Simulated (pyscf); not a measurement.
Elementary routes open to H₃C–SiH₃ (SMILES C[SiH3]) + HCl (SMILES Cl) in the gas phase (singlet surface):
A. CH₄ (SMILES C) + H₃Si–Cl (SMILES [SiH3]Cl) (C–Si, Cl–H broken; C–H, Cl–Si formed)
B. H₃C–SiH₂–Cl (SMILES C[SiH2]Cl) + H₂ (SMILES [H][H]) (H–Si, Cl–H broken; Cl–Si, H–H formed)

Single points on ωB97X-D3(BJ)/def2-SVP structures (PySCF, gas phase).

Problem. Rank the routes by free-energy barrier at 298 K, lowest first, for ωB97M-D3(BJ)/def2-TZVP energies (ideal gas, 1 atm, RRHO with modes under 100 cm⁻¹ raised to 100, one conformer, R ln 2 for chiral ones without a mode under 150 cm⁻¹).

Solution. B (179.2 kJ/mol), A (205.6 kJ/mol)

Route B is the fastest of these, ahead of the next by 26.4 kJ/mol. The most stable products are those of A (ΔG = -91.5 kJ/mol), whose barrier is 26.4 kJ/mol higher: the kinetic and the thermodynamic product differ. At 1200 K B is still the fastest. Only these routes are compared; each barrier is that of the saddle found, and lower ones may exist.
